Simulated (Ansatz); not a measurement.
Geometry optimisation, UKS B3LYP/cc-pVDZ (Ansatz 0.2.0).

Input file:

```yaml
crystal:
  periodic: [false, false, false]
  atoms:
    - { symbol: H, position_ang: [0.493166, -0.415082, -0.42629] }
    - { symbol: Cl, position_ang: [2.086332, -1.923278, -1.868591] }
    - { symbol: Si, position_ang: [-0.417676, 0.384785, 0.374001] }
    - { symbol: H, position_ang: [0.279362, 1.638609, 0.789921] }
    - { symbol: H, position_ang: [-0.820853, -0.400786, 1.578603] }
    - { symbol: H, position_ang: [-1.620231, 0.715751, -0.447644] }
magnetization:
  spin_polarized: true
  initial_magnetization: 1
basis:
  gaussian: { orbitals: cc-pVDZ }
hamiltonian:
  xc: b3lyp
relax:
  f_tol: 0.03
  max_steps: 50
output:
  orbitals: {}
```

Launched with:

```bash
$ ansatz run input.yaml --threads 1 --pin off --max-ram 2048MiB --backend cpu --events-out ev --progress --plain --runs-dir out
```

Problem. Where does it end, and by what steps?

Solution. The forces met the threshold. After 13 steps the energy has fallen by 0.402 eV; H1 moved furthest, 0.89 Å. Parted: H1–Si3 (1.45 → 2.50 Å). Joined: H1–Cl2 (2.63 → 1.32 Å).

| step | energy less start (eV) | largest force component (eV/Å) | accepted |
| --- | --- | --- | --- |
| 0 | 0.0000 | 0.692 | yes |
| 1 | -0.0302 | 0.302 | yes |
| 2 | -0.0877 | 0.155 | yes |
| 3 | -0.1568 | 0.194 | yes |
| 4 | -0.2358 | 0.217 | yes |
| 5 | -0.2795 | 0.400 | yes |
| 6 | -0.2988 | 0.163 | yes |
| 7 | -0.3157 | 0.138 | yes |
| 8 | -0.3309 | 0.124 | yes |
| 9 | -0.3740 | 0.050 | yes |
| 10 | -0.3872 | 0.135 | yes |
| 11 | -0.3927 | 0.259 | yes |
| 12 | -0.4003 | 0.088 | yes |
| 13 | -0.4016 | 0.006 | yes |

```xyz
6
Properties=species:S:1:pos:R:3
H 1.029 -0.929 -0.914
Cl 1.846 -1.669 -1.641
Si -0.522 0.473 0.464
H 0.237 1.703 0.842
H -0.891 -0.354 1.653
H -1.699 0.776 -0.404
```

Run time: 37 s on 1 thread of Arm Neoverse V2, on a shared host, peak memory 0.14 GiB.
